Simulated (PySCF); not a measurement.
**Vibration and rotation of Cl₂⁺**

UHF-CCSD(T) constants of Cl₂⁺, ²Πg (doublet), unpaired electrons π ↑ (PySCF, no relativity, basis sets Cl 6-31G(d,p); masses 34.9689 and 34.9689 u):

| Quantity | Value |
| --- | --- |
| ωe | 590.2 cm⁻¹ |
| ωexe | 3.71 cm⁻¹ |
| Be | 0.25621 cm⁻¹ |
| αe | 0.00186 cm⁻¹ |
| D (centrifugal) | 1.93e-07 cm⁻¹ |
| De to Cl⁺ + Cl | 2.81 eV |

Give the vibrational terms G(v) and spacings up to v = 6.

G(v) = ωe(v+½) − ωexe(v+½)².

```json
{"v": "0", "G(v) (cm⁻¹)": "294", "G(v) − G(v−1)": "", "Bv (cm⁻¹)": "0.2553"}
{"v": "1", "G(v) (cm⁻¹)": "877", "G(v) − G(v−1)": "583", "Bv (cm⁻¹)": "0.2534"}
{"v": "2", "G(v) (cm⁻¹)": "1452", "G(v) − G(v−1)": "575", "Bv (cm⁻¹)": "0.2516"}
{"v": "3", "G(v) (cm⁻¹)": "2020", "G(v) − G(v−1)": "568", "Bv (cm⁻¹)": "0.2497"}
{"v": "4", "G(v) (cm⁻¹)": "2581", "G(v) − G(v−1)": "561", "Bv (cm⁻¹)": "0.2478"}
{"v": "5", "G(v) (cm⁻¹)": "3134", "G(v) − G(v−1)": "553", "Bv (cm⁻¹)": "0.2460"}
{"v": "6", "G(v) (cm⁻¹)": "3680", "G(v) − G(v−1)": "546", "Bv (cm⁻¹)": "0.2441"}
```

How well does the Morse estimate ωe²/(4ωexe) reproduce De, and what is D0?

It gives 2.91 eV, 104 % of the computed De. D0 = De − G(0) = 2.81 − 0.04 = 2.77 eV.

Correlated steps freeze 10 core orbitals. Correlated levels converge slowly with the basis: in double zeta they bind strong bonds too weakly, by up to about 1 eV, and carry superposition errors of some tenths. The state is the lowest determinant that a PBE0 search found; another state may lie lower at other levels.
